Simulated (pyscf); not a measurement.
`[NH2][SiH]([Cl])[Cl]` + `[OH2]` → `[NH2][Si]([OH])([Cl])[Cl]` + `[H][H]` (four-centre exchange; singlet surface; H–Si, H–O broken, O–Si, H–H formed). Single points on ωB97X-D3(BJ)/def2-SVP structures (PySCF, gas phase). Energies in eV from the separated reactants.

```csv
level,barrier,reaction energy
ωB97X-D3(BJ)/def2-TZVP,1.44,-0.99
PBE/def2-TZVP,1.22,-0.90
r²SCAN/def2-TZVP,(withheld),-1.05
B3LYP-D3(BJ)/def2-TZVP,1.45,-0.98
PBE0-D3(BJ)/def2-TZVP,(withheld),(withheld)
HF/def2-TZVP,2.37,-0.89
```

Question: Complete the blanks.

Answer: 
- r²SCAN/def2-TZVP, barrier: 1.24
- PBE0-D3(BJ)/def2-TZVP, barrier: 1.32
- PBE0-D3(BJ)/def2-TZVP, reaction energy: -0.92

The functionals in the table span 0.23 eV in this barrier, from PBE to B3LYP-D3(BJ). On the reactant side the descent ends in a complex, 0.30 eV under the separated species and 1.74 eV under the saddle at ωB97X-D3(BJ)/def2-TZVP. At the saddle there is also a short H–Si contact that neither side keeps. This is the saddle that the search found; another between the same sides may lie lower.
